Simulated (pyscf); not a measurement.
A first-order saddle from PySCF, ωB97X-D3(BJ)/def2-SVP:

```xyz
9

S      1.0746     0.4131     1.8889
W     -0.1109     0.1469     0.0186
F     -0.1147     1.9327    -0.4945
F     -1.7425     0.0913    -0.8980
F      1.3281    -0.0637    -1.1245
F     -0.2613    -1.6945     0.0565
S     -1.8673     0.5935     1.8187
H     -0.3007     0.9262     2.3883
H     -2.4765     1.6522     1.2457
```
Charge 0, spin multiplicity 1.

Surface: singlet, charge 0. Lowest wavenumbers (cm⁻¹): 1193i, 56, 101, 156, 188.

Problem. What reaction is this the transition state of?

Solution. F–W(F)(F)(F)=S (SMILES [F][W]([F])([F])([F])=[S]) + H₂S (SMILES S) ⇌ F–W(F)(F)(F)(SH)–SH (SMILES [F][W]([F])([F])([F])([SH])[SH]), an addition across a multiple bond or ene-type step read from left to right: H–S broken and H–S, S–W formed. At ωB97M-D3(BJ)/def2-TZVP it lies +35.8 kcal/mol from the left side and +24.1 kcal/mol from the right (each side as separated species at their lowest minima found). On the reactant side the descent ends in an adduct with a S–W contact, 1.0 kcal/mol under the separated species and 29.0 kcal/mol under the saddle at ωB97X-D3(BJ)/def2-TZVP. What is counted as formed (S–W) is already present as a longer contact in the reactant adduct; forming that adduct is a step of its own. At ωB97X-D3(BJ)/def2-TZVP the barrier from the zero used here is 28.0 kcal/mol. This is the saddle that the search found; another between the same sides may lie lower. Elements past Kr carry the def2 core potentials, without spin-orbit coupling.
